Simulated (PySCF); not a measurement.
Field gradients at the hydrogen positions

C4H6FO (charge +1).
SMILES with atom numbers: `[CH3:1][CH2:2][C@H:3]([F:4])[C:5]#[O+:6]` (hydrogens: H7, H8, H9 on C1; H10, H11 on C2; H12 on C3)

Structure used (GFN2-xTB), in Å, numbered top down from 1:
```
atom  x, y, z in Å
C1    -1.5604   -0.0168    0.1120
C2    -0.2026   -0.2208   -0.5410
C3     0.9034    0.3068    0.4491
F4     0.8481    1.6551    0.5595
C5     2.1386   -0.1541   -0.0611
O6     3.0272   -0.6166   -0.5525
H7    -2.3253   -0.3040   -0.6076
H8    -1.6820   -0.6347    0.9982
H9    -1.7176    1.0256    0.3770
H10   -0.1301    0.3557   -1.4645
H11   -0.0331   -1.2766   -0.7561
H12    0.7349   -0.1203    1.4609
```

Level: PBE0/pcSseg-1 (PySCF, non-relativistic); Q(2H) = 0.00286 b; rigid geometry, the same for H and D, with no vibrational averaging.

Question: Rank these positions by the coupling χzz of a deuteron there, largest first.
A. H12 (methine hydrogen)
B. H8 (methyl hydrogen)
C. H11 (methylene hydrogen)

Answer: B (207 kHz), C (197 kHz), A (165 kHz).

Q: Tabulate Vzz, the asymmetry η and χzz = 234.96 MHz × Q × Vzz for every hydrogen position.

A: 
```tsv
atom	bonded to	bond length (Å)	Vzz (au)	η	χzz (kHz)
H7	C1	1.089	0.3044	0.05	205
H8	C1	1.087	0.3076	0.05	207
H9	C1	1.087	0.3047	0.04	205
H10	C2	1.091	0.2911	0.07	196
H11	C2	1.091	0.2933	0.10	197
H12	C3	1.111	0.2457	0.09	165
```

One conformer (not necessarily the lowest) at the GFN2-xTB geometry, without solvent, vibrations or thermal averaging. GFN2-xTB bond lengths can be off by several hundredths of an ångström, more for odd bonds, and the gradients follow them. These gradients aren't converged with respect to the basis.
